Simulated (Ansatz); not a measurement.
# C₆H₆: one species, many methods

One table from this session's results is given with a row withheld; the runs are named, their logs left out.

The runs use Ansatz 0.2.0, Gaussian basis; functionals in def2-TZVPP, the program's frozen cores in correlated methods.

Levels to be run: LDA (SPW92), PBE-D4, revPBE-D4, BLYP-D4, r2SCAN-D4, B97M-V, PBE0-D4, B3LYP-D4, r2SCANh-D4, r2SCAN0-D4, HSE06-D4, BHLYP-D4, CAM-B3LYP-D4, LC-ωPBE, ωB97X-V, ωB97M-V, B2PLYP, PBE-QIDH; CCSD(T)/def2-SVP; CCSD(T)/def2-TZVPP; MP2/def2-QZVPP; extrapolation to the limit; RPA on PBE.

## Structure used throughout

An earlier PBE0-D4 in a triple-zeta def2 set relaxation fixed the geometry.

SMILES `C=C1C=CC1=C`, 12 atoms, charge 0, spin multiplicity 1.

Atoms are counted from 1 here; the program's logs count them from 0.

Bond lengths: C1–C2 1.325 Å, C1–H7 1.084 Å, C1–H8 1.083 Å, C2–C3 1.474 Å, C2–C5 1.504 Å, C3–C4 1.355 Å, C3–H9 1.082 Å, C4–C5 1.474 Å, C4–H10 1.082 Å, C5–C6 1.325 Å, C6–H11 1.084 Å, C6–H12 1.083 Å. Angles: C2–C1–H7 121.4°, C2–C1–H8 121.0°, H7–C1–H8 117.6°, C1–C2–C3 137.2°, C1–C2–C5 135.7°, C3–C2–C5 87.1°, C2–C3–C4 92.9°, C2–C3–H9 133.2°, C4–C3–H9 133.9°, C3–C4–C5 92.9°, C3–C4–H10 133.9°, C5–C4–H10 133.2°, C2–C5–C4 87.1°, C2–C5–C6 135.7°, C4–C5–C6 137.2°, C5–C6–H11 121.4°, C5–C6–H12 121.0°, H11–C6–H12 117.6°.

The first run:

Contents of in.yaml:

```yaml
crystal:
  periodic: [false, false, false]
  atoms:
    - {symbol: C, position_ang: [0.267835, -1.893166, 0.378437]}
    - {symbol: C, position_ang: [0.381535, -0.575317, 0.299569]}
    - {symbol: C, position_ang: [1.324233, 0.458180, 0.763373]}
    - {symbol: C, position_ang: [0.604345, 1.462179, 0.207528]}
    - {symbol: C, position_ang: [-0.417560, 0.539366, -0.317855]}
    - {symbol: C, position_ang: [-1.538880, 0.627502, -1.018386]}
    - {symbol: H, position_ang: [1.004658, -2.492726, 0.899653]}
    - {symbol: H, position_ang: [-0.568449, -2.409144, -0.077858]}
    - {symbol: H, position_ang: [2.243357, 0.420868, 1.333046]}
    - {symbol: H, position_ang: [0.726410, 2.536305, 0.162138]}
    - {symbol: H, position_ang: [-1.917441, 1.583876, -1.359089]}
    - {symbol: H, position_ang: [-2.110052, -0.257925, -1.270545]}
basis:
  gaussian: {orbitals: def2-TZVPP}
hamiltonian: {xc: lda}
output: {orbitals: {seedname: orbitals}}
```

Started as:

```sh
ansatz run in.yaml --threads 4 --pin off --events-out ev --progress --plain --max-ram 10444MiB
```

Steps of the session up to this table: LDA; PBE-D4 (GGA); revPBE-D4 (GGA); BLYP-D4 (GGA); r2SCAN-D4 (meta-GGA); B97M-V (meta-GGA); B3LYP-D4 (hybrid); r2SCANh-D4 (hybrid); r2SCAN0-D4 (hybrid); HSE06-D4 (hybrid); BHLYP-D4 (hybrid); CAM-B3LYP-D4 (range-separated); LC-ωPBE (range-separated); ωB97X-V (range-separated); ωB97M-V (range-separated); B2PLYP (double hybrid); PBE-QIDH (double hybrid).

One table of the session follows, with a row left open; its other results are not shown here.

It belongs to the step «Frontier levels by functional». 

| functional | HOMO (eV) | gap (eV) |
| --- | --- | --- |
| LDA (SPW92) | -5.98 | 3.80 |
| PBE-D4 | -5.77 | 3.83 |
| revPBE-D4 | -5.70 | 3.85 |
| BLYP-D4 | -5.59 | 3.81 |
| r2SCAN-D4 | -5.91 | 4.14 |
| B97M-V | -5.88 | 4.21 |
| PBE0-D4 | ? | ? |
| B3LYP-D4 | -6.52 | 5.33 |
| r2SCANh-D4 | -6.28 | 4.86 |
| r2SCAN0-D4 | -6.84 | 5.94 |
| HSE06-D4 | -6.34 | 4.98 |
| BHLYP-D4 | -7.52 | 7.64 |
| CAM-B3LYP-D4 | -7.95 | 8.09 |
| LC-ωPBE | -9.28 | 10.54 |
| ωB97X-V | -8.90 | 10.10 |
| ωB97M-V | -8.82 | 9.92 |

Estimate the missing values for PBE0-D4.

As computed: HOMO (eV): -6.73; gap (eV): 5.75. In the column «HOMO (eV)» it lies between r2SCAN0-D4 (-6.84) and B3LYP-D4 (-6.52).
